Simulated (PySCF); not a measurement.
**Dipole moment and polarisability of pentanal**

Species: pentanal, C5H10O.
Numbering: `[CH3:1][CH2:2][CH2:3][CH2:4][CH:5]=[O:6]` (hydrogens: H7, H8, H9 on C1; H10, H11 on C2; H12, H13 on C3; H14, H15 on C4; H16 on C5)

Geometry (PBE0-D3(BJ)/def2-SVP, Å), atoms numbered from 1 in this order:
```xyz
16
C5H10O angstrom
C     -2.3801    0.2800   -0.2062
C     -1.1255   -0.3014    0.4250
C      0.1558    0.1969   -0.2273
C      1.4145   -0.3810    0.3902
C      2.6909    0.1276   -0.2150
O      2.7520    0.9412   -1.0975
H     -2.3878    1.3796   -0.1367
H     -3.2922   -0.0916    0.2844
H     -2.4456    0.0194   -1.2747
H     -1.1049   -0.0575    1.5024
H     -1.1593   -1.4043    0.3706
H      0.1456   -0.0370   -1.3055
H      0.2035    1.2977   -0.1735
H      1.4694   -0.1741    1.4766
H      1.4365   -1.4856    0.3230
H      3.6273   -0.3101    0.2234
```

Level: CAM-B3LYP/def2-SVPD (PySCF), static field, nuclei fixed, core orbitals frozen in the response. The polarisability tensor in these axes (au):

```
x   75.88 -0.25 -0.54
y   -0.25 59.49 -6.18
z   -0.54 -6.18 60.77
```

Problem. Diagonalise the tensor; give its mean and Δα, where Δα² is half the sum of the squared differences of the eigenvalues.

Solution. Principal values 53.91, 66.34 and 75.90 au; mean 65.38 au = 9.69 Å³ = 10.78 × 10⁻⁴⁰ C²·m²/J; Δα = 19.10 au (29 % of the mean).

Problem. What is the dipole moment, and where does it point?

Solution. (-0.88, -1.82, 2.01) D, 2.85 D in size, pointing from the negative to the positive side. Measured along this direction, the outermost atoms are O6 at the negative end and H11 and H10 at the positive end.

Problem. Molar refractivity from α?

Solution. Lorentz–Lorenz: R = (4π/3)N_A α = 2.5225 cm³/(mol·Å³) × 9.69 Å³ = 24.4 cm³/mol, in the limit of long wavelengths.

Problem. Directions of the eigenvectors, and the extent of the frame along each?

Solution. Largest value along (1.00, 0.00, -0.03), where the nuclei span 6.92 Å; middle along (0.02, -0.67, 0.74), 2.65 Å; least along (0.02, 0.74, 0.67), 1.84 Å. The response follows the extents in order.

Problem. Rayleigh depolarisation ratio (linearly polarised light, static tensor)?

Solution. ρ = 3Δα²/(45ᾱ² + 4Δα²) = 1094.9/(192363 + 1459.8) = 0.00565.

Problem. What would n − 1 = 2πNα be for an ideal gas of these molecules at 298.15 K and 1 atm, electronic part alone?

Solution. N = p/kT = 2.4615 × 10¹⁹ cm⁻³, so n − 1 = 2π × N × 9.69 × 10⁻²⁴ cm³ = 1498 × 10⁻⁶ at long wavelengths, for an ideal gas.

Problem. In a dilute gas of rigid molecules at 273 K, how does the orientational term μ²/3kT compare with the electronic polarisability?

Solution. In Gaussian units μ²/3kT = 71.85 Å³ against 9.69 Å³, a ratio of 7.42; the Debye molar polarisation (4π/3)N_A(α + μ²/3kT) is 205.7 cm³/mol, leaving out the vibrational part.

One conformer (not necessarily the lowest) at the PBE0-D3(BJ)/def2-SVP geometry, without solvent, vibrations or thermal averaging.
